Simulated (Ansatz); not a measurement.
A made-up structure of CH₃MgS, doublet:

```xyz
6
angstrom
C -0.8566 -0.1593 -0.4917
S -0.0861 -1.6534 -0.0892
Mg 1.1580 0.1716 0.6622
H -0.7994 0.2183 -1.5099
H -1.7033 0.1854 0.0975
H -1.4372 0.7032 -0.6979
```

It is relaxed with PBE-D4/def2-SVP and then PBE0-D4/def2-TZVP (Ansatz 0.2.0). Atoms count as bonded within 1.22 times the sum of their covalent radii (H–H: 0.88 Å). The end point is not checked to be a true minimum.

(1) Does its bonding change? (A judgement: the text doesn't fix the answer.)

Results:

(1) The calculation gives: Yes. Formed: none; broken: C1–Mg3.

Where it ends: The first stage lowers the energy by 5.09 eV in 11 steps. It ends as CH₃MgS ([CH3][S][Mg]):
```
6
angstrom
C -1.1581 -0.0338 -0.6413
S 0.0398 -1.2528 0.0018
Mg 1.6470 0.1225 0.9515
H -1.2216 -0.1308 -1.7249
H -2.1374 -0.2385 -0.2091
H -0.8943 0.9992 -0.4069
```

Labels in which every atom is bracketed show which atoms are joined, not bond orders.

For scale, one of the runs: PBE0-D4/def2-TZVP relaxation, 118 basis functions, launched by `ansatz run in.yaml --threads 2 --pin off --events-out ev --progress --plain --max-ram 4352MiB`. Hardware: 2 CPU threads of an Arm Neoverse V1, shared host. Wall time about 18 s.
